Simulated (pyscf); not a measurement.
This saddle point was located with ωB97X-D3(BJ)/def2-SVP in PySCF.

```
Al
H 1 1.5926
O 1 1.9012 2 108.91
H 3 1.1622 1 68.77 2 -107.81
C 4 1.5075 3 152.96 1 -5.86
H 5 1.1015 4 111.64 3 -95.30
H 5 1.1048 6 107.68 4 89.78
H 5 1.1073 6 107.90 7 110.80
Si 3 1.6814 4 130.42 5 -147.63
H 9 1.4872 3 107.78 4 155.70
H 9 1.4877 10 110.35 3 -119.16
H 9 1.4898 10 110.22 11 -121.01
C 1 1.9535 2 122.75 3 137.51
H 13 1.1031 1 111.83 2 -175.51
H 13 1.1040 14 107.52 1 -123.15
H 13 1.1043 14 107.37 15 -114.40
```
Charge 0, spin multiplicity 1.

Surface: singlet, charge 0. Lowest wavenumbers (cm⁻¹): 1244i, 40, 49, 63, 83.

Problem. Name the species on either side of this saddle.

Solution. H₃C–AlH–CH₃ (SMILES [CH3][AlH][CH3]) + HO–SiH₃ (SMILES O[SiH3]) ⇌ CH₄ (SMILES C) + H₃C–AlH–O–SiH₃ (SMILES [CH3][AlH][O][SiH3]), a four-centre exchange read from left to right: Al–C, H–O broken and C–H, Al–O formed. At ωB97M-D3(BJ)/def2-TZVP it lies -0.20 eV from the left side and +1.61 eV from the right (each side as separated species at their lowest minima found). On the reactant side the descent ends in an adduct with a Al–O contact, 0.93 eV under the separated species and 0.66 eV under the saddle at ωB97X-D3(BJ)/def2-TZVP. At ωB97M-D3(BJ) the saddle lies under the separated reactants, which points to a path from their complex (located at ωB97X-D3(BJ) alone). What is counted as formed (Al–O) is already present as a longer contact in the reactant adduct; forming that adduct is a step of its own. At the saddle there is also a short Al–H contact that neither side keeps. One saddle was located; it need not be the lowest between these sides.
